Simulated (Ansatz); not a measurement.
How the equilibrium volume per atom of Sn (model structure, started from the hcp type, P6₃/mmc, No. 194, 2 atoms in the cell) moves with the method

No measured value is used here.

```json
[
 {"level (code)": "PBE (Ansatz)", "value (Å³/atom)": "___"},
 {"level (code)": "PBEsol (Ansatz)", "value (Å³/atom)": "26.23"},
 {"level (code)": "PBE-D3(BJ) (Ansatz)", "value (Å³/atom)": "26.50"},
 {"level (code)": "r²SCAN (Ansatz)", "value (Å³/atom)": "27.00"}
]
```

Task: Complete the blanks.

Result: 
- PBE (Ansatz, a program for electronic structure), value (Å³/atom): 27.74

Ansatz's density-functional and Hartree–Fock values are scalar-relativistic unless marked +SOC, with PAW data made under PBE.

A model structure was made by putting elements into a prototype or built by hand; it is no filed structure, need not be a known phase, and can be a saddle point held by its symmetry.
